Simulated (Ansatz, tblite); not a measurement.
Cost and result up the ladder for AlH2Cl (4 atoms). Total charge 0; singlet. Geometry: r2SCAN-D4/def2-TZVP.

Cartesian coordinates in Å:
```
Al 0.0820 -0.1371 0.0097
H -0.4697 -1.3747 -0.7914
H 1.3795 -0.1483 0.9010
Cl -0.9918 1.6601 -0.1193
```

Ansatz on 4 threads of Arm Neoverse V2 on a shared host; xTB runs through tblite on one thread. Times are rough, summed over both states, and most runs start from the orbitals of an earlier one. PBE0-D4/def2-TZVP serves as the yardstick here, not as an exact answer. The other state is a doublet.

The xTB rows come from tblite. Correlated methods freeze 10 core orbitals. In CCSD on the charge 1 doublet the largest single amplitude is 0.47, so its Hartree–Fock determinant may place the open shell otherwise than the density functionals do.

Run but left out: HF/def2-TZVPP, MP2/def2-TZVPP (charge +1 doublet: a determinant that CCSD turns far, T1 0.102).

Correlated methods converge slowly with the basis.

Raw xTB energies of ions are shifted by several eV.

```csv
level,functions,wall time,vertical IE (eV),difference from PBE0-D4/def2-TZVP (eV),remarks
GFN1-xTB,22,0.004 s,15.49,4.59,–
GFN2-xTB,20,0.004 s,14.90,3.99,–
PBE-D4/def2-TZVP,86,0.8 s,10.53,-0.37,–
PBE0-D4/def2-TZVP,86,1.5 s,10.90,0.00,–
r2SCAN-D4/def2-TZVP (with forces),86,2 s,10.71,-0.19,–
CCSD(T)/def2-TZVPP,112,2.3 s,11.31,0.41,large T1 (0.102) (+1 doublet)
```
